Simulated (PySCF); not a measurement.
Gas-phase reaction: Si + SiCl4 = 2 SiCl2

Method: PySCF energies plus ideal-gas RRHO corrections (1 bar). 'Table' is the NASA 1993 thermochemical table (part measured, part estimated). † marks an energy on the PBE0/def2-TZVP geometry and frequencies; other levels use their own. MP2 and CCSD(T) freeze the core. 6-31G* has spherical d functions here. Open shells (unrestricted): Si (multiplicity 3, electronic degeneracy 9); the rest are closed-shell singlets. Spin-orbit splitting is ignored; it lowers the true energy and changes the entropy of Si. B3LYP is the form with VWN-RPA correlation. MP2 isn't extrapolated to the basis-set limit; its ΔH°(298 K) is -72.6 kJ in def2-SVP and -95.3 kJ in def2-TZVPP. CCSD(T) isn't extrapolated to the basis-set limit; its ΔH°(298 K) is -93.9 kJ in def2-SVP and -110.9 kJ in def2-TZVPP. The harmonic model lacks anharmonicity and excited electronic states, which grow with temperature; levels with a mode under 35 cm⁻¹ are left out. The table's entry may be an old estimate for SiCl4, SiCl2 (not checked at source).

| level | ΔH°(298 K), kJ | minus table | ΔG°(600 K), kJ |
|---|---|---|---|
| table | -124.5 | - | -161.5 |
| B3LYP/def2-TZVP† | -154.4 | -29.9 | -191.2 |
| CCSD(T)/def2-SVP† | -93.9 | 30.6 | -130.6 |
| CCSD(T)/def2-TZVPP† | -110.9 | 13.6 | -147.7 |
| HF/6-31G* | -28.5 | 96.0 | -66.7 |
| M06-2X/def2-TZVP† | -144.0 | -19.5 | -180.8 |
| MP2/def2-SVP† | -72.6 | 51.9 | -109.3 |
| PBE0/def2-QZVP† | -126.0 | -1.5 | -162.8 |
| PBE0/def2-TZVP | -123.8 | 0.7 | -160.6 |
| LDA/def2-TZVP† | -165.7 | -41.2 | -202.4 |
| ωB97X-V/def2-TZVP† | -118.8 | 5.7 | -155.6 |
